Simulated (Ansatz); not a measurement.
# BClH4Si: where a starting geometry ends

The starting geometry of this gas-phase singlet was optimised with GFN2-xTB; its bonds are those of `[BH3-][SiH+]Cl`.

```xyz
7

B    -1.5446   -0.5988   -0.6002
Cl   -0.3684    2.3499    0.9144
Si   -0.1797    0.4038    0.3316
H     1.1888    0.1870    0.8460
H    -1.1099   -0.9713   -1.6534
H    -2.4988    0.1090   -0.7600
H    -1.8349   -1.5658    0.0456
```

Question: Predict what it relaxes into with PBE0-D3(BJ)/pcseg-1.

Answer: A new bond forms, giving a structure with H5 bridging Si3 and B1, given below by its coordinates. Distances that change by over a tenth: B1–H5 (1.20 → 1.35 Å). Contacts that close: Si3–H5 (2.59 → 1.74 Å).

The energy falls by 0.47 eV over 20 steps:

```json
{"step": "1", "E − E(last) (eV)": "0.466"}
{"step": "3", "E − E(last) (eV)": "0.354"}
{"step": "5", "E − E(last) (eV)": "0.329"}
{"step": "7", "E − E(last) (eV)": "0.308"}
{"step": "9", "E − E(last) (eV)": "0.282"}
{"step": "12", "E − E(last) (eV)": "0.028"}
{"step": "14", "E − E(last) (eV)": "0.001"}
{"step": "16", "E − E(last) (eV)": "0.000"}
{"step": "18", "E − E(last) (eV)": "0.000"}
{"step": "20", "E − E(last) (eV)": "0.000"}
```

Final geometry (Å):

```xyz
7

B    -1.7396   -0.6109   -0.3857
Cl   -0.1793    2.4068    0.3999
Si   -0.3954    0.3628    0.5036
H     0.9647   -0.1702    0.7957
H    -0.6645   -0.2207   -1.1089
H    -2.7085   -0.0539   -0.8125
H    -1.6248   -1.8001   -0.2681
```

Frequencies at the end are all real (lowest 173 cm⁻¹). Run with Ansatz 0.2.0, 42 s on 1 thread of Arm Neoverse V1, on a shared host.
